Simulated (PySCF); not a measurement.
## Spin–spin coupling constants

Bonds (- single, = double, # triple, : aromatic): C1=C2 1.331 Å, C2-C3 1.491 Å, C3-F4 1.367 Å. C1 carries H5, H6; C2 carries H7; C3 carries H8, H9. H5 is cis to C3; H6 is trans to C3.

Couplings: B3LYP/pcJ-1 in PySCF 2.14.0 with density-fitted response routines, geometry PBE0-D3(BJ)/def2-SVP; gas phase, one conformer, non-relativistic. Couplings are averaged over pairs made equivalent by symmetry, fast rotation or ring inversion, so a value needn't be that of the named pair in this geometry, while other rotamers aren't included; one pair stands for each set, and the list holds a selection of those of at least 1.5 Hz over up to four bonds. One-bond C–F couplings come out tens of Hz too large with common functionals.

Isotopes: 13C, 19F, 1H.

| pair | bonds | J (Hz) |
| --- | --- | --- |
| C1, C2 | 1 | 82.6 |
| C1, H5 | 1 | 170.2 |
| C1, H6 | 1 | 170.7 |
| C2, C3 | 1 | ? |
| C2, H7 | 1 | 161.5 |
| C3, F4 | 1 | ? |
| C3, H8 | 1 | 153.3 |
| C1, C3 | 2 | -2.5 |
| C1, H7 | 2 | -2.0 |
| C2, F4 | 2 | ? |
| C2, H5 | 2 | -2.9 |
| C2, H8 | 2 | -4.8 |
| C3, H7 | 2 | 15.3 |
| F4, H8 | 2 | ? |
| H5, H6 | 2 | ? |
| H8, H9 | 2 | ? |
| C1, F4 | 3 | 15.2 |
| C1, H8 | 3 | 5.6 |
| C3, H5 | 3 | 7.5 |
| F4, H7 | 3 | 25.2 |
| H5, H7 | 3 | 18.7 |
| H6, H7 | 3 | ? |
| H7, H8 | 3 | 2.8 |
| F4, H6 | 4 | 4.1 |
| H5, H8 | 4 | -3.6 |
| H6, H8 | 4 | ? |

Question: Estimate the withheld couplings, with signs.

Answer: 
- 1J(C2,C3) = 49.5 Hz (bond length 1.491 Å)
- 1J(C3,F4) = -243.0 Hz (bond length 1.367 Å)
- 2J(C2,F4) = 13.5 Hz (angle at C3 112°)
- 2J(F4,H8) = 53.9 Hz (angle at C3 109°)
- 2J(H5,H6) = 2.4 Hz (angle at C1 118°)
- 2J(H8,H9) = -18.4 Hz (angle at C3 107°)
- 3J(H6,H7) = 12.3 Hz (dihedral angle 0°)
- 4J(H6,H8) = -3.5 Hz
